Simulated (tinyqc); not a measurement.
Worked calculation: RKS/PBE in the sto-3g basis, for HF, spin multiplicity 1. Computed by tinyqc, a small Python program that keeps every step (integrals from PySCF). Settings: charge = 0, multiplicity = 1, basis = sto-3g, energy threshold = 1e-08, iteration cap = 66, orthogonalisation = canonical, start = atomic densities, DIIS depth = 0, damping = 0.2, method = RKS, functional = pbe,pbe, grid = [40, 86]. Command: `OMP_NUM_THREADS=1 python tinyqc.py 29084 29085 out.jsonl` (the two numbers bound the seeds that draw the settings). One thread of a shared host (Intel(R) Xeon(R) Processor @ 2.60GHz), about 2 s of CPU time with the checks. Later iterations appear only in the table of the cycle.

## One-electron integrals

Geometry (angstrom):

| atom | x | y | z |
|---|---|---|---|
| F | 0.00000 | 0.00000 | 0.00000 |
| H | 0.00000 | 0.00000 | 1.63900 |

Basis sto-3g: exponents (1/bohr^2) and contraction coefficients of normalised primitives:

| element | l (shell) | exponent | coefficient |
|---|---|---|---|
| F | s (1) | 166.67913 | 0.15433 |
| F | s (1) | 30.36081 | 0.53533 |
| F | s (1) | 8.21682 | 0.44463 |
| F | s (2) | 6.46480 | -0.09997 |
| F | s (2) | 1.50228 | 0.39951 |
| F | s (2) | 0.48859 | 0.70012 |
| F | p (3) | 6.46480 | 0.15592 |
| F | p (3) | 1.50228 | 0.60768 |
| F | p (3) | 0.48859 | 0.39196 |
| H | s (1) | 3.42525 | 0.15433 |
| H | s (1) | 0.62391 | 0.53533 |
| H | s (1) | 0.16886 | 0.44463 |

Overlap, kinetic and nuclear-attraction integrals over the contracted functions; the nuclear repulsion is the sum of Za Zb / Rab.

nuclear repulsion = 2.9057931 hartree

overlap S:
```
          1F 1s    1F 2s   1F 2px   1F 2py   1F 2pz    2H 1s
1F 1s   1.00000  0.23799  0.00000  0.00000  0.00000  0.00942
1F 2s   0.23799  1.00000  0.00000  0.00000  0.00000  0.12437
1F 2px  0.00000  0.00000  1.00000  0.00000  0.00000  0.00000
1F 2py  0.00000  0.00000  0.00000  1.00000  0.00000  0.00000
1F 2pz  0.00000  0.00000  0.00000  0.00000  1.00000  0.11894
2H 1s   0.00942  0.12437  0.00000  0.00000  0.11894  1.00000
```

kinetic energy T (hartree):
```
           1F 1s     1F 2s   1F 2px   1F 2py   1F 2pz     2H 1s
1F 1s   36.98458  -0.21286  0.00000  0.00000  0.00000  -0.00256
1F 2s   -0.21286   1.03800  0.00000  0.00000  0.00000  -0.01883
1F 2px   0.00000   0.00000  3.24801  0.00000  0.00000   0.00000
1F 2py   0.00000   0.00000  0.00000  3.24801  0.00000   0.00000
1F 2pz   0.00000   0.00000  0.00000  0.00000  3.24801   0.00257
2H 1s   -0.00256  -0.01883  0.00000  0.00000  0.00257   0.76003
```

nuclear attraction V (hartree):
```
            1F 1s      1F 2s     1F 2px     1F 2py     1F 2pz     2H 1s
1F 1s   -77.33245   -9.25365    0.00000    0.00000   -0.00471  -0.37536
1F 2s    -9.25365  -11.86406    0.00000    0.00000   -0.05897  -0.97489
1F 2px    0.00000    0.00000  -11.76389    0.00000    0.00000   0.00000
1F 2py    0.00000    0.00000    0.00000  -11.76389    0.00000   0.00000
1F 2pz   -0.00471   -0.05897    0.00000    0.00000  -11.78722  -0.76670
2H 1s    -0.37536   -0.97489    0.00000    0.00000   -0.76670  -4.12604
```

core Hamiltonian H = T + V (hartree):
```
            1F 1s      1F 2s    1F 2px    1F 2py    1F 2pz     2H 1s
1F 1s   -40.34787   -9.46651   0.00000   0.00000  -0.00471  -0.37792
1F 2s    -9.46651  -10.82606   0.00000   0.00000  -0.05897  -0.99372
1F 2px    0.00000    0.00000  -8.51587   0.00000   0.00000   0.00000
1F 2py    0.00000    0.00000   0.00000  -8.51587   0.00000   0.00000
1F 2pz   -0.00471   -0.05897   0.00000   0.00000  -8.53921  -0.76413
2H 1s    -0.37792   -0.99372   0.00000   0.00000  -0.76413  -3.36601
```

## Two-electron integrals

Functions are numbered as in S; the eight-fold symmetry (ij|kl) = (ji|kl) = (kl|ij) leaves the list below.

Two-electron integrals (ij|kl) in chemists' order, unique and non-zero (hartree):
```
(11|11) 5.40350   (21|11) 0.84192   (21|21) 0.15630   (22|11) 1.26803
(22|21) 0.29234   (22|22) 0.92617   (31|31) 0.02800   (32|31) 0.04317
(32|32) 0.20459   (33|11) 1.26450   (33|21) 0.29240   (33|22) 0.92596
(33|33) 0.99751   (41|41) 0.02800   (42|41) 0.04317   (42|42) 0.20459
(43|43) 0.05377   (44|11) 1.26450   (44|21) 0.29240   (44|22) 0.92596
(44|33) 0.88997   (44|44) 0.99751   (51|51) 0.02800   (52|51) 0.04317
(52|52) 0.20459   (53|53) 0.05377   (54|54) 0.05377   (55|11) 1.26450
(55|21) 0.29240   (55|22) 0.92596   (55|33) 0.88997   (55|44) 0.88997
(55|55) 0.99751   (61|11) 0.03374   (61|21) 0.00621   (61|22) 0.01156
(61|33) 0.01155   (61|44) 0.01155   (61|51) 0.00023   (61|52) 0.00044
(61|55) 0.01159   (61|61) 0.00025   (62|11) 0.10093   (62|21) 0.02365
(62|22) 0.08574   (62|33) 0.08454   (62|44) 0.08454   (62|51) 0.00155
(62|52) 0.01321   (62|55) 0.08806   (62|61) 0.00095   (62|62) 0.01060
(63|31) 0.00228   (63|32) 0.01433   (63|53) 0.00268   (63|63) 0.00148
(64|41) 0.00228   (64|42) 0.01433   (64|54) 0.00268   (64|64) 0.00148
(65|11) 0.07648   (65|21) 0.01813   (65|22) 0.07058   (65|33) 0.06789
(65|44) 0.06789   (65|51) 0.00323   (65|52) 0.02380   (65|55) 0.07588
(65|61) 0.00075   (65|62) 0.01077   (65|65) 0.01234   (66|11) 0.32213
(66|21) 0.07665   (66|22) 0.32104   (66|33) 0.31407   (66|44) 0.31407
(66|51) 0.00462   (66|52) 0.05670   (66|55) 0.33490   (66|61) 0.00309
(66|62) 0.05587   (66|65) 0.06731   (66|66) 0.77461
```

## Orthogonalisation

S = U s U^T; canonical form X = U s^(-1/2), so that X^T S X = 1. Each column of U has its largest component positive (the first on a tie).

eigenvalues of S: 0.72914  0.89274  1.00000  1.00000  1.09870  1.27942

X:
```
               1         2         3        4         5        6
1F 1s   -0.69892   0.40867   0.00000  0.00000  -0.36026  0.52462
1F 2s    0.81255  -0.15866   0.00000  0.00000  -0.17131  0.60214
1F 2px   0.00000   0.00000  -0.65305  0.75731   0.00000  0.00000
1F 2py   0.00000   0.00000   0.75731  0.65305   0.00000  0.00000
1F 2pz   0.18976   0.71537   0.00000  0.00000   0.66691  0.14852
2H 1s   -0.43214  -0.64515   0.00000  0.00000   0.55342  0.34892
```

Within a degenerate level the vectors are fixed only up to a rotation; this is one choice.

## Starting guess

The start is atomic minimal-basis densities projected into this basis (PySCF's MINAO start) and scaled to the electron count of each spin; this density is not idempotent, so its energy is not variational and may lie below the converged one.

D at the start:
```
           1F 1s     1F 2s   1F 2px   1F 2py    1F 2pz     2H 1s
1F 1s    2.15854  -0.51093  0.00000  0.00000   0.00436  -0.01329
1F 2s   -0.51093   2.14641  0.00000  0.00000  -0.02288   0.05649
1F 2px   0.00000   0.00000  1.63733  0.00000   0.00000   0.00000
1F 2py   0.00000   0.00000  0.00000  1.63733   0.00000   0.00000
1F 2pz   0.00436  -0.02288  0.00000  0.00000   1.60140   0.15788
2H 1s   -0.01329   0.05649  0.00000  0.00000   0.15788   1.01084
```

## Iteration 1: exchange-correlation on the grid

Becke grid with 40 radial and 86 angular points per atom, points of zero weight dropped. rho = sum D_ij phi_i phi_j; V_xc,ij = sum w v_xc phi_i phi_j plus the gradient terms; v_xc is d(rho eps)/d rho at fixed gradient.

The 8 grid points with the largest w rho, of 6859 (bohr, atomic units):

| x | y | z | w | rho | \|grad rho\|^2 | eps_xc | v_xc |
|---|---|---|---|---|---|---|---|
| -0.56141 | -0.56141 | -0.56141 | 0.02111 | 0.54645 | 2.58074 | -0.68391 | -0.84640 |
| 0.56141 | 0.56141 | -0.56141 | 0.02111 | 0.54645 | 2.58074 | -0.68391 | -0.84640 |
| -0.56141 | 0.56141 | -0.56141 | 0.02111 | 0.54645 | 2.58074 | -0.68391 | -0.84640 |
| 0.56141 | -0.56141 | -0.56141 | 0.02111 | 0.54645 | 2.58074 | -0.68391 | -0.84640 |
| -0.67519 | 0.67519 | -0.18384 | 0.02099 | 0.54713 | 2.58439 | -0.68414 | -0.84680 |
| 0.67519 | 0.67519 | -0.18384 | 0.02099 | 0.54713 | 2.58439 | -0.68414 | -0.84680 |
| 0.67519 | -0.67519 | -0.18384 | 0.02099 | 0.54713 | 2.58439 | -0.68414 | -0.84680 |
| -0.67519 | -0.67519 | -0.18384 | 0.02099 | 0.54713 | 2.58439 | -0.68414 | -0.84680 |

electrons on the grid, sum of w rho = 10.00016

E_xc = sum of w rho eps_xc = -10.8010920 hartree

V_xc (hartree):
```
           1F 1s     1F 2s    1F 2px    1F 2py    1F 2pz     2H 1s
1F 1s   -3.50399  -0.48210   0.00000   0.00000   0.00012  -0.01950
1F 2s   -0.48210  -0.91100   0.00000   0.00000  -0.00078  -0.07436
1F 2px   0.00000   0.00000  -0.90377   0.00000   0.00000   0.00000
1F 2py   0.00000   0.00000   0.00000  -0.90377   0.00000   0.00000
1F 2pz   0.00012  -0.00078   0.00000   0.00000  -0.90444  -0.05961
2H 1s   -0.01950  -0.07436   0.00000   0.00000  -0.05961  -0.43254
```

## Iteration 1: building the Kohn-Sham matrix

J_ij = sum D_kl (ij|kl); F = H + J + V_xc; E = tr D H + tr D J / 2 + E_xc + E_nn.

Coulomb J (hartree):
```
           1F 1s    1F 2s   1F 2px   1F 2py   1F 2pz    2H 1s
1F 1s   20.05110  3.79657  0.00000  0.00000  0.00413  0.15111
1F 2s    3.79657  9.29750  0.00000  0.00000  0.05732  0.85604
1F 2px   0.00000  0.00000  9.28195  0.00000  0.00000  0.00000
1F 2py   0.00000  0.00000  0.00000  9.28195  0.00000  0.00000
1F 2pz   0.00413  0.05732  0.00000  0.00000  9.30206  0.71394
2H 1s    0.15111  0.85604  0.00000  0.00000  0.71394  3.67880
```

Kohn-Sham matrix F (hartree):
```
            1F 1s     1F 2s    1F 2px    1F 2py    1F 2pz     2H 1s
1F 1s   -23.80076  -6.15204   0.00000   0.00000  -0.00046  -0.24631
1F 2s    -6.15204  -2.43957   0.00000   0.00000  -0.00243  -0.21204
1F 2px    0.00000   0.00000  -0.13769   0.00000   0.00000   0.00000
1F 2py    0.00000   0.00000   0.00000  -0.13769   0.00000   0.00000
1F 2pz   -0.00046  -0.00243   0.00000   0.00000  -0.14158  -0.10980
2H 1s    -0.24631  -0.21204   0.00000   0.00000  -0.10980  -0.11975
```

total energy of this density = -99.5141790 hartree

This density is the starting one; it is not idempotent, so its energy is not variational and may lie below the converged one.

## Iteration 1: diagonalisation and new density

Diagonalise F' = X^T F X, C = X C', fill 5 alpha and 5 beta electrons from the bottom; D = 2 C_occ C_occ^T; the new density keeps 0.2 of the old one (damping). Each column has its largest component positive (the first on a tie).

F' = X^T F X (hartree):
```
          1         2         3         4         5          6
1  -6.25956   4.41026   0.00000   0.00000  -4.61332    7.62419
2   4.41026  -3.17276   0.00000   0.00000   3.37862   -5.73527
3   0.00000   0.00000  -0.13769   0.00000   0.00000    0.00000
4   0.00000   0.00000   0.00000  -0.13769   0.00000    0.00000
5  -4.61332   3.37862   0.00000   0.00000  -3.96152    6.46612
6   7.62419  -5.73527   0.00000   0.00000   6.46612  -11.53067
```

orbital energies (hartree): MO1 -23.81184, MO2 -0.90195, MO3 -0.20593, MO4 -0.13769, MO5 -0.13769, MO6 -0.00478

coefficients C:
```
             MO1       MO2       MO3      MO4       MO5       MO6
1F 1s    0.99435  -0.26541   0.02264  0.00000   0.00000   0.02870
1F 2s    0.02279   1.02162  -0.11055  0.00000   0.00000  -0.14449
1F 2px   0.00000   0.00000   0.00000  0.99972  -0.02351   0.00000
1F 2py   0.00000   0.00000   0.00000  0.02351   0.99972   0.00000
1F 2pz   0.00022   0.00327   0.75623  0.00000   0.00000  -0.66535
2H 1s   -0.00175   0.04974   0.57353  0.00000   0.00000   0.83640
```

D after iteration 1:
```
           1F 1s     1F 2s   1F 2px   1F 2py    1F 2pz     2H 1s
1F 1s    2.12721  -0.50377  0.00000  0.00000   0.02723  -0.00578
1F 2s   -0.50377   2.11959  0.00000  0.00000  -0.13299  -0.00891
1F 2px   0.00000   0.00000  1.92747  0.00000   0.00000   0.00000
1F 2py   0.00000   0.00000  0.00000  1.92747   0.00000   0.00000
1F 2pz   0.02723  -0.13299  0.00000  0.00000   1.23531   0.72578
2H 1s   -0.00578  -0.00891  0.00000  0.00000   0.72578   0.73242
```

Within a degenerate level the vectors are fixed only up to a rotation; this is one choice.

## Iteration 2: exchange-correlation on the grid

As before.

The 8 grid points with the largest w rho, of 6859 (bohr, atomic units):

| x | y | z | w | rho | \|grad rho\|^2 | eps_xc | v_xc |
|---|---|---|---|---|---|---|---|
| 0.67519 | -0.67519 | -0.18384 | 0.02099 | 0.61122 | 3.21040 | -0.70702 | -0.87934 |
| -0.67519 | 0.67519 | -0.18384 | 0.02099 | 0.61122 | 3.21040 | -0.70702 | -0.87934 |
| -0.67519 | -0.67519 | -0.18384 | 0.02099 | 0.61122 | 3.21040 | -0.70702 | -0.87934 |
| 0.67519 | 0.67519 | -0.18384 | 0.02099 | 0.61122 | 3.21040 | -0.70702 | -0.87934 |
| 0.36391 | 0.90173 | 0.00000 | 0.02088 | 0.61188 | 3.20757 | -0.70719 | -0.87978 |
| -0.36391 | 0.90173 | 0.00000 | 0.02088 | 0.61188 | 3.20757 | -0.70719 | -0.87978 |
| -0.36391 | -0.90173 | 0.00000 | 0.02088 | 0.61188 | 3.20757 | -0.70719 | -0.87978 |
| 0.36391 | -0.90173 | 0.00000 | 0.02088 | 0.61188 | 3.20757 | -0.70719 | -0.87978 |

electrons on the grid, sum of w rho = 10.00020

E_xc = sum of w rho eps_xc = -10.8166605 hartree

V_xc (hartree):
```
           1F 1s     1F 2s    1F 2px    1F 2py    1F 2pz     2H 1s
1F 1s   -3.49132  -0.48195   0.00000   0.00000   0.00090  -0.01946
1F 2s   -0.48195  -0.91870   0.00000   0.00000   0.00420  -0.07457
1F 2px   0.00000   0.00000  -0.92190   0.00000   0.00000   0.00000
1F 2py   0.00000   0.00000   0.00000  -0.92190   0.00000   0.00000
1F 2pz   0.00090   0.00420   0.00000   0.00000  -0.89151  -0.05874
2H 1s   -0.01946  -0.07457   0.00000   0.00000  -0.05874  -0.40198
```

## Iteration 2: building the Kohn-Sham matrix

As before.

Coulomb J (hartree):
```
           1F 1s    1F 2s   1F 2px   1F 2py    1F 2pz    2H 1s
1F 1s   20.11520  3.82348  0.00000  0.00000  -0.00191  0.15208
1F 2s    3.82348  9.41519  0.00000  0.00000   0.02377  0.86020
1F 2px   0.00000  0.00000  9.42230  0.00000   0.00000  0.00000
1F 2py   0.00000  0.00000  0.00000  9.42230   0.00000  0.00000
1F 2pz  -0.00191  0.02377  0.00000  0.00000   9.37465  0.71032
2H 1s    0.15208  0.86020  0.00000  0.00000   0.71032  3.56209
```

Kohn-Sham matrix F (hartree):
```
            1F 1s     1F 2s    1F 2px    1F 2py    1F 2pz     2H 1s
1F 1s   -23.72399  -6.12497   0.00000   0.00000  -0.00572  -0.24531
1F 2s    -6.12497  -2.32958   0.00000   0.00000  -0.03099  -0.20809
1F 2px    0.00000   0.00000  -0.01547   0.00000   0.00000   0.00000
1F 2py    0.00000   0.00000   0.00000  -0.01547   0.00000   0.00000
1F 2pz   -0.00572  -0.03099   0.00000   0.00000  -0.05606  -0.11255
2H 1s    -0.24531  -0.20809   0.00000   0.00000  -0.11255  -0.20589
```

total energy of this density = -98.8555227 hartree

This density is a damped mixture and is not idempotent, and it still holds part of the atomic start, so its energy may lie below the converged one.

## Iteration 2: diagonalisation and new density

As before.

F' = X^T F X (hartree):
```
          1         2         3         4         5          6
1  -6.20231   4.35988   0.00000   0.00000  -4.59195    7.65833
2   4.35988  -3.14654   0.00000   0.00000   3.44860   -5.71274
3   0.00000   0.00000  -0.01547   0.00000   0.00000    0.00000
4   0.00000   0.00000   0.00000  -0.01547   0.00000    0.00000
5  -4.59195   3.44860   0.00000   0.00000  -3.92746    6.41187
6   7.65833  -5.71274   0.00000   0.00000   6.41187  -11.46536
```

orbital energies (hartree): MO1 -23.73467, MO2 -0.79817, MO3 -0.21720, MO4 -0.01547, MO5 -0.01547, MO6 0.00838

coefficients C:
```
             MO1       MO2       MO3      MO4       MO5       MO6
1F 1s    0.99446  -0.26337   0.04522  0.00000   0.00000  -0.01216
1F 2s    0.02236   1.01401  -0.20981  0.00000   0.00000   0.06770
1F 2px   0.00000   0.00000   0.00000  0.98788  -0.15523   0.00000
1F 2py   0.00000   0.00000   0.00000  0.15523   0.98788   0.00000
1F 2pz   0.00047   0.04225   0.42324  0.00000   0.00000   0.91306
2H 1s   -0.00174   0.08182   0.85847  0.00000   0.00000  -0.53602
```

D after iteration 2:
```
           1F 1s     1F 2s   1F 2px   1F 2py    1F 2pz     2H 1s
1F 1s    2.12202  -0.50765  0.00000  0.00000   0.01901   0.02371
1F 2s   -0.50765   2.14030  0.00000  0.00000  -0.10010  -0.15728
1F 2px   0.00000   0.00000  1.98549  0.00000   0.00000   0.00000
1F 2py   0.00000   0.00000  0.00000  1.98549   0.00000   0.00000
1F 2pz   0.01901  -0.10010  0.00000  0.00000   0.53653   0.73202
2H 1s    0.02371  -0.15728  0.00000  0.00000   0.73202   1.33635
```

Within a degenerate level the vectors are fixed only up to a rotation; this is one choice.

## Convergence

Stop when the energy changes by less than 1e-08 hartree and every element of the error matrix X^T (F D S - S D F) X is below 3e-05.

Course of the cycle:

| iteration | E (hartree) | change | largest element of the error matrix |
|---|---|---|---|
| 1 | -99.5141790 | - | 2.60e-01 |
| 2 | -98.8555227 | 6.59e-01 | 1.29e-01 |
| 3 | -98.6125650 | 2.43e-01 | 3.52e-01 |
| 4 | -98.4621001 | 1.50e-01 | 2.99e-01 |
| 5 | -98.2559265 | 2.06e-01 | 3.05e-02 |
| 6 | -98.4151719 | -1.59e-01 | 2.17e-01 |
| 7 | -98.3514061 | 6.38e-02 | 2.68e-01 |
| 8 | -98.4189433 | -6.75e-02 | 2.12e-01 |
| 9 | -98.2454644 | 1.73e-01 | 1.02e-02 |
| 10 | -98.4133411 | -1.68e-01 | 2.14e-01 |
| 11 | -98.3511127 | 6.22e-02 | 2.68e-01 |
| 12 | -98.4188711 | -6.78e-02 | 2.12e-01 |
| 13 | -98.2454522 | 1.73e-01 | 1.02e-02 |
| 14 | -98.4133383 | -1.68e-01 | 2.14e-01 |
| ... | ... | ... | ... |
| 53 | -98.2454521 | 1.73e-01 | 1.02e-02 |
| 54 | -98.4133383 | -1.68e-01 | 2.14e-01 |
| 55 | -98.3511118 | 6.22e-02 | 2.68e-01 |
| 56 | -98.4188710 | -6.78e-02 | 2.12e-01 |
| 57 | -98.2454521 | 1.73e-01 | 1.02e-02 |
| 58 | -98.4133383 | -1.68e-01 | 2.14e-01 |
| 59 | -98.3511118 | 6.22e-02 | 2.68e-01 |
| 60 | -98.4188710 | -6.78e-02 | 2.12e-01 |
| 61 | -98.2454521 | 1.73e-01 | 1.02e-02 |
| 62 | -98.4133383 | -1.68e-01 | 2.14e-01 |
| 63 | -98.3511118 | 6.22e-02 | 2.68e-01 |
| 64 | -98.4188710 | -6.78e-02 | 2.12e-01 |
| 65 | -98.2454521 | 1.73e-01 | 1.02e-02 |
| 66 | -98.4133383 | -1.68e-01 | 2.14e-01 |

PySCF RKS in the same basis, fine grid = -98.7024202 hartree

Not converged within the cap of 66 iterations: the residual wanders without falling. Reruns (cap 100 unless said): DIIS 8: converged in 10; damping 0.5: not converged; level shift 0.5: converged in 21; atomic densities as start, DIIS 8: converged in 10; the original settings with a cap of 400: not converged.
